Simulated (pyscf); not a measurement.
Optimised with ωB97X-D3(BJ)/def2-SVP in PySCF.

### Question
For the elementary gas-phase step HB=O + hydrogen fluoride (HF) → HO–BH–F (singlet surface; F–H broken, B–F, H–O formed), what barrier and reaction energy does ωB97X-D3(BJ)/def2-TZVP give, measured from the separated reactants?

### Answer
ΔE‡ = 9.4 kcal/mol, ΔE = -50.2 kcal/mol. CCSD(T)/def2-TZVPP + ΔMP2(QZVPP) gives 13.1 kcal/mol and -46.6 kcal/mol. Zero-point energy shifts the barrier by +0.5 kcal/mol. It is an addition across a multiple bond or ene-type step, with an imaginary mode of 1076i cm⁻¹. On the reactant side the descent ends in a complex, 5.9 kcal/mol under the separated species and 15.2 kcal/mol under the saddle at ωB97X-D3(BJ)/def2-TZVP. One saddle was located; it need not be the lowest between these sides. The CCSD(T) − MP2 part came from Ansatz, without density fitting, on the same reference.
